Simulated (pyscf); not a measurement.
## Four-centre exchange: HO–Sb(OH)–OH + H₂S -> HO–Sb(OH)–SH + H₂O

Gas phase, singlet surface, charge 0. Bonds broken: Sb1–O2, S8–H9. Bonds formed: Sb1–S8, O2–H9. Single points on ωB97X-D3(BJ)/def2-SVP structures (PySCF, gas phase).

Transition state (Å):

```xyz
10

Sb    -1.2981    -1.1414    -0.2822
O     -0.6090     0.4997     0.8768
O      0.3896    -2.0903     0.1266
O     -0.4523    -0.6355    -1.9865
H      0.3507     0.6343     0.8400
H      1.0258    -1.9255    -0.5852
H     -1.0036    -0.0082    -2.4747
S     -2.5236     1.4840    -0.8375
H     -1.3229     1.2598     0.2488
H     -3.5355     1.3650     0.0436
```

One imaginary mode, 948i cm⁻¹; descent along it reached the two sides named, in the forms told below.

| bond | change | reactant side (Å) | saddle | product side |
|---|---|---|---|---|
| Sb1–O2 | breaks | 1.996 | 2.124 | 2.7 |
| S8–H9 | breaks | 1.355 | 1.635 | 2.7 |
| Sb1–S8 | forms | 3.4 | 3.0 | 2.457 |
| O2–H9 | forms | 2.070 | 1.217 | 0.969 |

Electronic energies relative to the separated reactants (kJ/mol):

| level | barrier | reaction energy | reverse barrier |
|---|---|---|---|
| ωB97X-D3(BJ)/def2-TZVP | 26.2 | -22.8 | 49.0 |
| PBE/def2-TZVP | 13.5 | -14.7 | 28.2 |
| r²SCAN/def2-TZVP | 17.2 | -10.8 | 28.1 |
| B3LYP-D3(BJ)/def2-TZVP | 25.5 | -13.4 | 38.9 |
| PBE0-D3(BJ)/def2-TZVP | 16.5 | -20.3 | 36.9 |
| M06-2X/def2-TZVP | 31.8 | -5.2 | 37.0 |
| ωB97M-D3(BJ)/def2-TZVP | 37.7 | -8.9 | 46.7 |
| HF/def2-TZVP | 108.9 | -1.0 | 109.8 |

With ωB97M-D3(BJ)/def2-TZVP energies and thermal terms (ideal gas, 1 atm, RRHO with modes under 100 cm⁻¹ raised to 100, one conformer, R ln 2 for chiral ones without a mode under 150 cm⁻¹), in kJ/mol:

| T (K) | ΔH‡ | ΔG‡ | ΔH | ΔG |
|---|---|---|---|---|
| 298 | 36.3 | 87.1 | -1.6 | +0.8 |
| 600 | 37.4 | 138.4 | -1.3 | +3.1 |
| 900 | 40.1 | 188.3 | -1.6 | +5.4 |
| 1200 | 43.2 | 237.3 | -2.3 | +7.8 |

On the reactant side the descent ends in a complex, 27.6 kJ/mol under the separated species and 53.8 kJ/mol under the saddle at ωB97X-D3(BJ)/def2-TZVP. On the product side the descent ends in a bound adduct, 43.8 kJ/mol under the separated species and 92.8 kJ/mol under the saddle at ωB97X-D3(BJ)/def2-TZVP. One saddle was located; it need not be the lowest between these sides. Elements past Kr carry the def2 core potentials, without spin-orbit coupling.
